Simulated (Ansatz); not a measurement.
**Reading a saddle point**

A first-order saddle point of SiH4ClF, closed shell, PBE0-D4/def2-TZVP, with one imaginary mode of 426i cm⁻¹:

Si1  (-0.569, -0.198, 0.052)
F2  (1.273, -0.745, -0.071)
H3  (-0.824, -1.624, -0.281)
H4  (-0.721, 0.016, 1.501)
H5  (-1.547, 0.530, -0.788)
H6  (1.552, 0.273, -0.156)
Cl7  (0.836, 1.749, -0.257)
(Å)

Computed with Ansatz 0.2.0 (basis: def2-TZVPP and def2-QZVPP); correlated methods freeze the cores. Extrapolation: Hartree–Fock as exp(−7.88 √X), correlation as X^−2.97.

Which contacts change along the imaginary mode, and what lies on either side? (Judge from chemistry; the calculation decides.)

The calculation gives: The step is SiH₃F ([F][SiH3]) + HCl → SiH₃Cl ([SiH3][Cl]) + HF, with the molecules in contact on both sides. Shortening one way: Si1–Cl7, F2–H6; lengthening the same way: Si1–F2, H6–Cl7.
```json
{"pair": "Si1–Cl7", "one side (Å)": "4.38", "saddle (Å)": "2.42", "other side (Å)": "2.08"}
{"pair": "F2–H6", "one side (Å)": "2.02", "saddle (Å)": "1.06", "other side (Å)": "0.93"}
{"pair": "Si1–F2", "one side (Å)": "1.61", "saddle (Å)": "1.93", "other side (Å)": "3.49"}
{"pair": "H6–Cl7", "one side (Å)": "1.28", "saddle (Å)": "1.64", "other side (Å)": "2.25"}
```

Which side is lower, and how far does the saddle lie above each? (Judge from chemistry; the value comes from the calculation.)

The calculation gives: The side with Si1–F2, H6–Cl7 short is lower by 0.323 eV; the saddle lies 1.677 eV above it and 1.354 eV above the other (CCSD(T) at an estimated basis limit (MP2 extrapolated from triple and quadruple zeta, plus CCSD(T) − MP2 in triple zeta); electronic energies).

No T1 diagnostic of these runs exceeds 0.012.

Labels in which every atom is bracketed show which atoms are joined, not bond orders.

For scale, one of the runs: CCSD(T)/def2-TZVPP, 171 basis functions, launched by `ansatz run in.yaml --threads 2 --pin off --events-out ev --progress --plain --max-ram 4352MiB`. Hardware: 2 CPU threads of an AMD EPYC 9R45, shared host. Wall time 11 s; peak host memory 1.4 GiB.
